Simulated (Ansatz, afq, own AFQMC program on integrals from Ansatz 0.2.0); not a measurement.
## Atomization energy of GaBGeH, doublet

```xyz
4

B     0.0000    1.5272    0.2996
Ge    0.0000   -0.1624    1.1793
Ga    0.0000   -0.1058   -1.2732
H     0.0000    2.6383   -0.1305
```

Connectivity, by distances: BH–Ge–Ga, closed to a ring.

Atoms in their ground-state spins without spin–orbit coupling (mostly on UHF) minus the molecule (ROHF), without zero-point energy. The geometry is a stationary point, not shown to be a minimum.

Basis cc-pVDZ. Noble-gas cores (and the filled d shells of Ga–Kr and In–Xe) are frozen. AFQMC by an in-house program on the Cholesky factors that Ansatz 0.2.0 writes for its CCSD(T) run. The CISD trial takes its coefficients from CCSD amplitudes. Released means that phaseless walkers are propagated on without the constraint, phases kept. Uncertainties: one standard error, sampling alone. No spin–orbit coupling. The errors of all members are added in quadrature.

No full CI on the walks' own integrals is used here; CCSDT(Q) serves as the reference and is uncertain by about the last step of the cluster series. Each member takes its own surest rung, up to full CI.

Errors are counted within cc-pVDZ, not against nature.

Cautions: inner d shell frozen; no relativity below Rb; no spin-orbit coupling; GaBGeH (doublet): (T) is large, 6 % of the CCSD correlation, the ph-AFQMC/HF walk drifts between its halves (2.6 errors).

Reference (CCSDT(Q)): 844.1 kJ/mol.

```tsv
level	atomization energy (kJ/mol)	error against CCSDT(Q) (kJ/mol)
HF	583.4	-260.7
MP2	877.3	33.2
CCSD	804.3	-39.8
CCSD(T)	839.5	-4.6
ph-AFQMC/HF	852.1 ± 5.8	8.1 ± 5.8
ph-AFQMC/CISD	840.5 ± 2.0	-3.6 ± 2.0
released AFQMC	843.9 ± 2.8	-0.2 ± 2.8
```

Correlation beyond CCSD(T) adds 4.6 kJ/mol. The perturbative (T) step is worth +35.2 kJ/mol.

A walk keeps the symmetry of its determinant, which the program's search chose and which needn't be the lowest solution, so a lower state of the same spin and another symmetry isn't excluded. Released energies are given only where the last usable release times agree within the noise; a slower fall can still hide under it.
